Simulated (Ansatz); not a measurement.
Reaction (atomization): `[SiH3]S` → 4 H• + S• + Si•

Isolated molecules relaxed with PBE0-D4/def2-TZVP in Ansatz; ΔE leaves out vibrations. CCSD(T)/CBS adds triple-zeta CCSD(T) − MP2 to the extrapolated MP2 energy (def2 sets, frozen cores). This one scheme is used for every species, atoms too. DFT in def2-TZVPP. Open shells (•) are unrestricted, without spin–orbit coupling. Spin–orbit coupling would lower the free atoms: a little for S, Si.

`[SiH3]S`:

Cartesian coordinates in Å:
```
Si -0.279 0.447 0.037
S 0.207 -1.603 0.401
H 0.790 1.357 0.523
H -1.529 0.682 0.798
H -0.507 0.706 -1.407
H 1.318 -1.589 -0.353
```

```
              level  ΔE (kcal/mol)  difference from CCSD(T)/CBS
        LDA (SPW92)          448.8                         41.0
         r2SCANh-D4          404.9                         -2.9
             revPBE          389.7                        -18.1
               PBE0          398.6                         -9.2
            r2SCAN0          402.6                         -5.2
     CCSD/CBS(def2)          403.9                         -3.9
    MP2/cc-pV(D+d)Z          369.8                        -38.0
   CCSD/cc-pV(T+d)Z          391.4                        -16.4
CCSD(T)/cc-pV(T+d)Z          395.2                        -12.6
     HF/cc-pV(Q+d)Z          305.9                       -101.9
        CCSD(T)/CBS          407.8                            0
```

Largest T1 diagnostic among the species: 0.012.

From r2SCAN to r2SCAN0 (25 % exact exchange), in def2-TZVPP and without D4, ΔE moves by −3.1 kcal/mol: exact exchange takes away binding that semilocal exchange gives to molecules. At CCSD(T), def2-SVP lies −32.3 kcal/mol from the extrapolated value and def2-TZVPP −11.4 kcal/mol: correlation converges slowly with the basis, and small sets miss more of it in the bonded molecule than in its fragments. The D4 term adds +3.7 kcal/mol with B3LYP and +1.9 kcal/mol with PBE0; it sums over pairs of atoms, weighted by their polarisabilities, and B3LYP, whose exchange is more repulsive, gets the larger term.

B3LYP here is the variant with VWN-RPA as its local correlation; programs differ in this.

For atomizations the MP2-based limit and the directly extrapolated one differ by several kJ/mol either way, and by 10 to 25 for some Ge, Se and Sn compounds, so smaller differences from it don't rank the levels.
